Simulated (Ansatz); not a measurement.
Molecule: CH2O2 (charge 0, singlet). SMILES: OC=O
Geometry: optimised at B3LYP-D3(BJ)/def2-TZVP (Ansatz, a quantum-chemistry and plane-wave program).

Wanted: enthalpy of formation at 298 K, in kcal/mol. Conventions: 6-31G* and kin with 6d, 5d where marked; open shells spin-unrestricted; no spin-orbit coupling; non-relativistic; dispersion terms only where a functional's name holds one. Ab initio and DFT rows: single points at B3LYP-D3(BJ) geometries (Ansatz), with unscaled harmonic terms from B3LYP/6-31G* at its own minima, enthalpies of formation by atomisation with measured atoms.

```
species  coefficient  E at B3LYP/6-31G* (Ansatz), Eh  E at PBE/def2-TZVPD (Ansatz), Eh  H(298 K) - E, kcal/mol
-------  -----------  ------------------------------  --------------------------------  ----------------------
O=CO              +1                      -189.75528                        -189.64725                   23.86
C atom            -1                       -37.84628                         -37.79605                       -
H atom            -2                        -0.50027                          -0.49962                       -
O atom            -2                       -75.06062                         -75.01069                       -
```

The atoms take no thermal term, since their enthalpies of formation at 0 K are used: the result is the sum of coefficient times E, plus the molecule's thermal term, plus number times (enthalpy of formation minus H(298) - H(0)) over the atoms. Measured values of the atoms (G2/97 table in ASE), kcal/mol:

| atom | number | enthalpy of formation of the gas at 0 K | H(298) - H(0) of the element's standard state |
|---|---|---|---|
| C | 1 | 169.98 | 0.25 |
| H | 2 | 51.63 | 1.01 |
| O | 2 | 58.99 | 1.04 |

Measured values: G2/97 table in ASE (Curtiss et al.); they hold spin-orbit and core effects, anharmonicity and other conformers.  Value to compare with, the measured value: -90.5 kcal/mol. 1 Eh = 627.5095 kcal/mol.

Task: Compute it at each level from the table, and compare with the measured value.

Result: 
- B3LYP/6-31G*: the sum of coefficient times E is -0.78722 Eh, or -493.99 kcal/mol; the thermal terms add 23.86; the atoms' measured terms add 386.87. Result: -83.3 kcal/mol. Its error against the measured value is 7.2 kcal/mol.
- PBE/def2-TZVPD: the sum of coefficient times E is -0.83058 Eh, or -521.20 kcal/mol; the thermal terms add 23.86; the atoms' measured terms add 386.87. Result: -110.5 kcal/mol. Its error against the measured value is -20.0 kcal/mol.
